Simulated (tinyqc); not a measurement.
Inside a calculation (part 2 of 2). Method: ROHF in the sto-3g basis, for NH, spin multiplicity 3. Computed by tinyqc, a small Python program that keeps every step (integrals from PySCF). Command: `OMP_NUM_THREADS=1 python tinyqc.py 26296 26297 out.jsonl` (the two numbers bound the seeds that draw the settings). One thread of a shared host (Intel(R) Xeon(R) Processor @ 2.60GHz), about 0.06 s of CPU time with the checks.

Geometry (angstrom):
```
atom       x       y       z
N     0.0000  0.0000  0.0000
H     0.0000  0.0000  1.6100
```

## Iteration 3: Roothaan effective Fock matrix

F(alpha) (hartree):
```
           1N 1s    1N 2s   1N 2px   1N 2py   1N 2pz    2H 1s
1N 1s   -15.5905  -3.9643  -0.0011  -0.0014  -0.0050  -0.2585
1N 2s    -3.9643  -2.0763  -0.0008   0.0094   0.0164  -0.3351
1N 2px   -0.0011  -0.0008  -0.5881   0.0236   0.0499  -0.0089
1N 2py   -0.0014   0.0094   0.0236  -0.5100   0.1610  -0.0299
1N 2pz   -0.0050   0.0164   0.0499   0.1610  -0.1795  -0.2828
2H 1s    -0.2585  -0.3351  -0.0089  -0.0299  -0.2828  -0.2224
```

F(beta) (hartree):
```
           1N 1s    1N 2s   1N 2px   1N 2py   1N 2pz    2H 1s
1N 1s   -15.5524  -3.9058  -0.0012  -0.0014  -0.0051  -0.2540
1N 2s    -3.9058  -1.7948   0.0035  -0.0042   0.0179  -0.3011
1N 2px   -0.0012   0.0035   0.1993  -0.0099   0.0066   0.0094
1N 2py   -0.0014  -0.0042  -0.0099   0.1319   0.0944   0.0775
1N 2pz   -0.0051   0.0179   0.0066   0.0944  -0.0928  -0.2764
2H 1s    -0.2540  -0.3011   0.0094   0.0775  -0.2764  -0.0642
```

D(alpha) after iteration 2:
```
          1N 1s    1N 2s   1N 2px   1N 2py   1N 2pz    2H 1s
1N 1s    1.0590  -0.2528   0.0029   0.0097   0.0161   0.0220
1N 2s   -0.2528   1.0869  -0.0148  -0.0504  -0.0757  -0.1488
1N 2px   0.0029  -0.0148   0.9895  -0.0355  -0.0897   0.0595
1N 2py   0.0097  -0.0504  -0.0355   0.8792  -0.3048   0.2022
1N 2pz   0.0161  -0.0757  -0.0897  -0.3048   0.2842   0.2677
2H 1s    0.0220  -0.1488   0.0595   0.2022   0.2677   0.7620
```

D(beta) after iteration 2:
```
          1N 1s    1N 2s   1N 2px   1N 2py   1N 2pz    2H 1s
1N 1s    1.0588  -0.2515   0.0025  -0.0037   0.0189   0.0147
1N 2s   -0.2515   1.0786  -0.0075   0.0298  -0.0924  -0.1045
1N 2px   0.0025  -0.0075   0.0014   0.0108  -0.0172  -0.0254
1N 2py  -0.0037   0.0298   0.0108   0.0926  -0.1507  -0.2199
1N 2pz   0.0189  -0.0924  -0.0172  -0.1507   0.2473   0.3594
2H 1s    0.0147  -0.1045  -0.0254  -0.2199   0.3594   0.5234
```

overlap S:
```
         1N 1s   1N 2s  1N 2px  1N 2py  1N 2pz   2H 1s
1N 1s   1.0000  0.2350  0.0000  0.0000  0.0000  0.0150
1N 2s   0.2350  1.0000  0.0000  0.0000  0.0000  0.2037
1N 2px  0.0000  0.0000  1.0000  0.0000  0.0000  0.0000
1N 2py  0.0000  0.0000  0.0000  1.0000  0.0000  0.0000
1N 2pz  0.0000  0.0000  0.0000  0.0000  1.0000  0.2203
2H 1s   0.0150  0.2037  0.0000  0.0000  0.2203  1.0000
```

With projectors Pc = D(beta) S, Po = (D(alpha) - D(beta)) S, Pv = 1 - D(alpha) S, the block xy is Px^T F Py; with Fc = (F(alpha) + F(beta))/2, the blocks are Fc for cc, oo, vv and cv, F(beta) for co and F(alpha) for ov.

effective F (hartree):
```
           1N 1s    1N 2s   1N 2px   1N 2py   1N 2pz    2H 1s
1N 1s   -15.5714  -3.9351  -0.0011  -0.0027  -0.0050  -0.2569
1N 2s    -3.9351  -1.9359   0.0001  -0.0104   0.0176  -0.3249
1N 2px   -0.0011   0.0001  -0.1947   0.0072   0.0192  -0.0057
1N 2py   -0.0027  -0.0104   0.0072  -0.1781   0.0792  -0.0038
1N 2pz   -0.0050   0.0176   0.0192   0.0792  -0.1273  -0.3006
2H 1s    -0.2569  -0.3249  -0.0057  -0.0038  -0.3006  -0.1732
```

## Iteration 3: DIIS over 3 matrices

error matrix X^T (FDS - SDF) X:
```
         1        2        3        4        5        6
1   0.0000  -0.0020  -0.0031  -0.0061  -0.0091   0.0075
2   0.0020   0.0000   0.0055   0.0168  -0.0760   0.0423
3   0.0031  -0.0055   0.0000   0.0000   0.0062  -0.0232
4   0.0061  -0.0168   0.0000   0.0000   0.0012  -0.0694
5   0.0091   0.0760  -0.0062  -0.0012   0.0000  -0.2290
6  -0.0075  -0.0423   0.0232   0.0694   0.2290   0.0000
```

B (overlaps of the stored error matrices):
```
                1               2               3
1   2.2423288e+02   1.2111450e-01  -1.7770299e-01
2   1.2111450e-01   2.6172130e-01  -1.1926624e-01
3  -1.7770299e-01  -1.1926624e-01   1.3176257e-01
```

Minimise |sum c_i e_i|^2 with sum c_i = 1: solve [B -1; -1 0][c; lambda] = [0; -1] with B_ij = tr e_i^T e_j, and take F = sum c_i F_i.

DIIS coefficients: 0.0004  0.3968  0.6028

extrapolated F (hartree):
```
           1N 1s    1N 2s   1N 2px   1N 2py   1N 2pz    2H 1s
1N 1s   -15.2789  -3.8754  -0.0015  -0.0031  -0.0069  -0.2517
1N 2s    -3.8754  -1.7823   0.0047   0.0058  -0.0020  -0.2914
1N 2px   -0.0015   0.0047  -0.0369  -0.0078   0.0191  -0.0038
1N 2py   -0.0031   0.0058  -0.0078  -0.0901   0.0959   0.0145
1N 2pz   -0.0069  -0.0020   0.0191   0.0959  -0.0541  -0.2645
2H 1s    -0.2517  -0.2914  -0.0038   0.0145  -0.2645  -0.1698
```

## Iteration 3: diagonalisation and new density

X:
```
          1N 1s    1N 2s  1N 2px  1N 2py   1N 2pz    2H 1s
1N 1s    1.0219  -0.1240  0.0000  0.0000  -0.0023   0.0118
1N 2s   -0.1240   1.0392  0.0000  0.0000   0.0185  -0.1106
1N 2px   0.0000   0.0000  1.0000  0.0000   0.0000   0.0000
1N 2py   0.0000   0.0000  0.0000  1.0000   0.0000   0.0000
1N 2pz  -0.0023   0.0185  0.0000  0.0000   1.0195  -0.1169
2H 1s    0.0118  -0.1106  0.0000  0.0000  -0.1169   1.0365
```

Diagonalise F' = X^T F X, C = X C', fill 5 alpha and 3 beta electrons from the bottom; D(s) = C_occ C_occ^T. Each column has its largest component positive (the first on a tie).

F' = X^T F X (hartree):
```
          1        2        3        4        5        6
1  -15.0061  -1.9884  -0.0022  -0.0039  -0.0180   0.0053
2   -1.9884  -1.1019   0.0058   0.0066   0.0378  -0.1472
3   -0.0022   0.0058  -0.0369  -0.0078   0.0200  -0.0067
4   -0.0039   0.0066  -0.0078  -0.0901   0.0962   0.0032
5   -0.0180   0.0378   0.0200   0.0962   0.0052  -0.2621
6    0.0053  -0.1472  -0.0067   0.0032  -0.2621  -0.0723
```

orbital energies (hartree): MO1 -15.2849, MO2 -0.8510, MO3 -0.3072, MO4 -0.0849, MO5 -0.0360, MO6 0.2618

coefficients C:
```
            MO1      MO2      MO3      MO4      MO5      MO6
1N 1s    0.9948  -0.2578   0.0424   0.0189  -0.0011  -0.0394
1N 2s    0.0214   1.0066  -0.2081  -0.0993   0.0040   0.2025
1N 2px   0.0001  -0.0062  -0.0388   0.1821   0.9806   0.0607
1N 2py   0.0002  -0.0117  -0.3031   0.9118  -0.1936   0.1975
1N 2pz   0.0010   0.0101   0.6025   0.0142  -0.0302   0.8302
2H 1s   -0.0027   0.0855   0.6238   0.3719   0.0027  -0.7520
```

D(alpha) after iteration 3:
```
          1N 1s    1N 2s   1N 2px   1N 2py   1N 2pz    2H 1s
1N 1s    1.0583  -0.2489   0.0024   0.0078   0.0242   0.0087
1N 2s   -0.2489   1.0668  -0.0123  -0.0400  -0.1168  -0.0808
1N 2px   0.0024  -0.0123   0.9963  -0.0120  -0.0504   0.0457
1N 2py   0.0078  -0.0400  -0.0120   0.9610  -0.1640   0.1485
1N 2pz   0.0242  -0.1168  -0.0504  -0.1640   0.3642   0.3819
2H 1s    0.0087  -0.0808   0.0457   0.1485   0.3819   0.5348
```

D(beta) after iteration 3:
```
          1N 1s    1N 2s   1N 2px   1N 2py   1N 2pz    2H 1s
1N 1s    1.0579  -0.2471   0.0000  -0.0096   0.0239   0.0017
1N 2s   -0.2471   1.0570   0.0019   0.0513  -0.1152  -0.0439
1N 2px   0.0000   0.0019   0.0015   0.0118  -0.0234  -0.0247
1N 2py  -0.0096   0.0513   0.0118   0.0920  -0.1828  -0.1901
1N 2pz   0.0239  -0.1152  -0.0234  -0.1828   0.3631   0.3767
2H 1s    0.0017  -0.0439  -0.0247  -0.1901   0.3767   0.3964
```

## Iteration 12 (converged): orbitals

converged F (hartree):
```
           1N 1s    1N 2s   1N 2px   1N 2py   1N 2pz    2H 1s
1N 1s   -15.3504  -3.8905   0.0000   0.0000  -0.0111  -0.2540
1N 2s    -3.8905  -1.8198   0.0000   0.0000  -0.0025  -0.3296
1N 2px    0.0000   0.0000  -0.0694   0.0000   0.0000   0.0000
1N 2py    0.0000   0.0000   0.0000  -0.0694   0.0000   0.0000
1N 2pz   -0.0111  -0.0025   0.0000   0.0000  -0.1215  -0.3169
2H 1s    -0.2540  -0.3296   0.0000   0.0000  -0.3169  -0.1897
```

As before.

F' = X^T F X (hartree):
```
          1        2        3        4        5        6
1  -15.0775  -1.9915   0.0000   0.0000  -0.0230   0.0085
2   -1.9915  -1.1310   0.0000   0.0000   0.0462  -0.1837
3    0.0000   0.0000  -0.0694   0.0000   0.0000   0.0000
4    0.0000   0.0000   0.0000  -0.0694   0.0000   0.0000
5   -0.0230   0.0462   0.0000   0.0000  -0.0525  -0.3089
6    0.0085  -0.1837   0.0000   0.0000  -0.3089  -0.0736
```

orbital energies (hartree): MO1 -15.3563, MO2 -0.8937, MO3 -0.3545, MO4 -0.0694, MO5 -0.0694, MO6 0.2699

coefficients C:
```
            MO1      MO2      MO3      MO4     MO5      MO6
1N 1s    0.9949  -0.2551   0.0516   0.0000  0.0000   0.0483
1N 2s    0.0212   0.9939  -0.2466   0.0000  0.0000  -0.2425
1N 2px   0.0000   0.0000   0.0000  -0.2521  0.9677   0.0000
1N 2py   0.0000   0.0000   0.0000   0.9677  0.2521   0.0000
1N 2pz   0.0012   0.0190   0.6495   0.0000  0.0000  -0.7945
2H 1s   -0.0026   0.1244   0.6339   0.0000  0.0000   0.8264
```

D(alpha) after iteration 12:
```
          1N 1s    1N 2s  1N 2px  1N 2py   1N 2pz    2H 1s
1N 1s    1.0575  -0.2452  0.0000  0.0000   0.0299  -0.0016
1N 2s   -0.2452   1.0490  0.0000  0.0000  -0.1413  -0.0327
1N 2px   0.0000   0.0000  1.0000  0.0000   0.0000   0.0000
1N 2py   0.0000   0.0000  0.0000  1.0000   0.0000   0.0000
1N 2pz   0.0299  -0.1413  0.0000  0.0000   0.4223   0.4141
2H 1s   -0.0016  -0.0327  0.0000  0.0000   0.4141   0.4173
```

D(beta) after iteration 12:
```
          1N 1s    1N 2s  1N 2px  1N 2py   1N 2pz    2H 1s
1N 1s    1.0575  -0.2452  0.0000  0.0000   0.0299  -0.0016
1N 2s   -0.2452   1.0490  0.0000  0.0000  -0.1413  -0.0327
1N 2px   0.0000   0.0000  0.0000  0.0000   0.0000   0.0000
1N 2py   0.0000   0.0000  0.0000  0.0000   0.0000   0.0000
1N 2pz   0.0299  -0.1413  0.0000  0.0000   0.4223   0.4141
2H 1s   -0.0016  -0.0327  0.0000  0.0000   0.4141   0.4173
```

Within a degenerate level the vectors are fixed only up to a rotation; this is one choice.

## Convergence

Stop when the energy changes by less than 1e-08 hartree and every element of the error matrix X^T (F D S - S D F) X is below 3e-05.

Course of the cycle:
```
iteration  E (hartree)     change  largest element of the error matrix
1           -40.857312          -                             9.51e+00
2           -53.790516  -1.29e+01                             2.95e-01
3           -54.034148  -2.44e-01                             2.29e-01
4           -54.108730  -7.46e-02                             7.07e-02
5           -54.142500  -3.38e-02                             1.91e-02
6           -54.142601  -1.02e-04                             1.67e-02
7           -54.143912  -1.31e-03                             6.57e-03
8           -54.144016  -1.04e-04                             3.72e-03
9           -54.144064  -4.85e-05                             4.64e-04
10          -54.144065  -8.20e-07                             3.91e-05
11          -54.144065  -1.66e-08                             3.29e-06
12          -54.144065  -7.49e-11                             5.75e-07
```

PySCF ROHF in the same basis = -54.144065 hartree

Converged in 12 iterations.

## Populations, bond orders and dipole

Mulliken: Z minus the diagonal of D S on the atom; Loewdin: the same with S^(1/2) D S^(1/2); Mayer order: 2 sum_s sum (D(s) S)_ij (D(s) S)_ji over the two atoms.

Charges (e):
```
atom  Mulliken  Loewdin  Mulliken spin
1N      0.0038   0.0108         2.0000
2H     -0.0038  -0.0108              0
```

Mayer bond orders:
```
pair   order
2-1   1.0000
```

dipole moment about the origin, x y z (debye): 0.0000  0.0000  0.5601
